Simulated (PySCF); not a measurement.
Isomers of C3H5NO. Level of theory: PySCF, PBE0-D3(BJ)/def2-SVP geometry optimisation, gas phase. Energies are electronic, without zero-point or thermal terms, for one conformer each. No frequencies were run at this level. Point groups hold within 0.08 Å.

Question: Rank from lowest to highest electronic energy at this level (kcal/mol).
A. `[CH2:1]=[CH:2][C:3]([NH2:4])=[O:5]` with C1–C2–C3–N4 180° (acrylamide)
B. 2-oxazoline, `C1=NCCO1`

Answer: A (0.0), B (11.0).

As drawn, the lower has a C=O bond, an N–H bond and a C(=O)–N unit, which the higher lacks; the higher has a C=N bond, which the lower lacks.

```
   SMILES      E (Eh)  E rel (kcal/mol)  dipole (D)  point group      A, B, C (MHz)
C=CC(N)=O  -246.83868               0.0        3.56            –  10786, 4241, 3044
 C1=NCCO1  -246.82122              11.0        1.74      near Cs   8604, 8216, 4440
```

How do the relative energies change in single points at CAM-B3LYP/def2-SVPD (no added dispersion term) on the same geometries?

```csv
SMILES,PBE0-D3(BJ)/def2-SVP (kcal/mol),CAM-B3LYP/def2-SVPD (kcal/mol),shift
C=CC(N)=O,0.0,0.0,0.0
C1=NCCO1,11.0,13.4,+2.4
```

Each column counts from its own lowest isomer. The order is unchanged; the largest shift is 2.4 kcal/mol.
